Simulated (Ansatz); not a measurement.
**CH4OSi (SMILES C1O[SiH2]1): single points off equilibrium**

One table from this session's results is given with a row withheld; the runs are named, their logs left out.

Computed with Ansatz 0.2.0, Gaussian basis. Level: single points in def2-TZVPP.

Correlated methods freeze the cores.

### The starting structure

SMILES `C1O[SiH2]1`, 7 atoms, charge 0, spin multiplicity 1.

Atoms are counted from 1 here; the program's logs count them from 0.

Bond lengths: C1–O2 1.473 Å, C1–Si3 1.846 Å, C1–H4 1.099 Å, C1–H5 1.075 Å, O2–Si3 1.652 Å, Si3–H6 1.430 Å, Si3–H7 1.429 Å. Angles: O2–C1–Si3 58.4°, O2–C1–H4 111.2°, O2–C1–H5 112.0°, Si3–C1–H4 122.3°, Si3–C1–H5 124.9°, H4–C1–H5 111.8°, C1–O2–Si3 72.2°, C1–Si3–O2 49.4°, C1–Si3–H6 118.4°, C1–Si3–H7 117.1°, O2–Si3–H6 115.9°, O2–Si3–H7 115.5°, H6–Si3–H7 120.5°.

Coordinates:

```xyz
7

C    -0.5684   -0.2507   -0.6861
O    -0.0272   -1.1250    0.3688
Si    0.5672    0.3961    0.6181
H    -1.6610   -0.1640   -0.6091
H    -0.2615   -0.5664   -1.6668
H     0.0011    1.1155    1.7162
H     1.9354    0.5890    0.2530
```

Set-up of the first run:

Input file run/in.yaml:

```yaml
crystal:
  periodic: [false, false, false]
  atoms:
    - {symbol: C, position_ang: [-0.568400, -0.250700, -0.686100]}
    - {symbol: O, position_ang: [-0.027200, -1.125000, 0.368800]}
    - {symbol: Si, position_ang: [0.567200, 0.396100, 0.618100]}
    - {symbol: H, position_ang: [-1.661000, -0.164000, -0.609100]}
    - {symbol: H, position_ang: [-0.261500, -0.566400, -1.666800]}
    - {symbol: H, position_ang: [0.001100, 1.115500, 1.716200]}
    - {symbol: H, position_ang: [1.935400, 0.589000, 0.253000]}
basis:
  gaussian: {orbitals: def2-TZVPP}
correlation: {method: ccsd_t}
output: {forces: true}
```

No record of the launch command was kept for these runs.

Among the steps run: CCSD(T)/def2-TZVPP; PBE0-D4/def2-TZVPP; wB97M-V/def2-TZVPP; r2SCAN-D4/def2-TZVPP; PBE-D4/def2-TZVPP; BHLYP-D4/def2-TZVPP; r2SCAN0-D4/def2-TZVPP.

One of the session's tables, all rows but one given; the rest of the session is left out.

```
    method  RMS force component (eV/Å)  angle to CCSD(T) forces (°)  dipole (D)
   CCSD(T)                       0.574                    reference        1.86
   PBE0-D4                       0.628                         19.2        1.81
   wB97M-V                       0.575                         12.7        1.92
 r2SCAN-D4                       0.604                          8.7        1.71
    PBE-D4                       0.626                         17.1        1.61
  BHLYP-D4                           ?                            ?           ?
r2SCAN0-D4                       0.642                         24.1        1.87
```

Estimate the missing values for BHLYP-D4.

The run gave: RMS force component (eV/Å): 0.649; angle to CCSD(T) forces (°): 30.4; dipole (D): 2.09. In the column «RMS force component (eV/Å)» it is the highest.
